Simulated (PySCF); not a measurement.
C2H6S, charge +1, multiplicity 2. Atoms are numbered in the order given.

```xyz
9

C      1.3865     0.0000    -0.4785
S      0.0000     0.0000     0.6210
C     -1.3865     0.0000    -0.4785
H      1.3376     0.8927    -1.1105
H      2.2938     0.0000     0.1243
H      1.3376    -0.8927    -1.1105
H     -1.3376     0.8927    -1.1105
H     -2.2938     0.0000     0.1243
H     -1.3376    -0.8927    -1.1105
```
Charge +1, spin multiplicity 2.

Coordinates come from a ωB97X-D3(BJ)/def2-TZVP optimisation. The multiplicity is an assumed one; other spin states were not compared.

The numbers are results of r2SCAN/def2-TZVPD (PySCF), not measurements.

The molecule is in vacuum.

Problem. Estimate the frontier levels, dipole moment and polarisability. (An estimate is asked for; the answer gives what the named calculation found.)

Solution. 
- α spin, highest occupied and lowest empty level: -13.72 and -5.95 eV
- β spin, highest occupied and lowest empty level: -14.59 and -11.36 eV
- dipole moment about the centre of nuclear charge: 0.255 e·Å
- mean static polarisability: 40.5 bohr³ (6.00 Å³)
- polarisability, principal values: 31.9, 38.7, 50.9 bohr³
- ⟨S²⟩: 0.758 (pure state 0.75)
